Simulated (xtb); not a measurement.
CH3, SMILES [CH3] (connectivity only; charge and spin as stated), charge +1, multiplicity 1. All values are semi-empirical tight-binding results from xtb (GFN2-xTB unless named), good for trends rather than for accurate numbers. Geometry: GFN2-xTB. The spin state was assumed, not searched. The isomer is the one that the SMILES or the coordinates give; other isomers of the formula were not compared.

Estimate the properties. (An estimate is asked for; the answer gives what the named calculation found.)


point group as xtb finds it: D3h
orbital gap: 2.24 eV
zero-point energy: 17.0 kcal/mol
G − E(el) at 298.15 K (modified RRHO): 6.1 kcal/mol
static polarisability (D4 model): 12.3 bohr³
solvation energy, GFN2-xTB/ALPB(water): -83.9 kcal/mol
solvation energy, GFN2-xTB/ALPB(octanol): -73.4 kcal/mol

Computed IR lines (harmonic; lines under 4 % of the strongest left out, lines within 3 cm⁻¹ merged):
ν (cm⁻¹): 1037 (w), 1138 (m), 2879 (vs) (against the strongest line: vs over 80 %, s over 45 %, m over 15 %, w over 4 %, vw less)
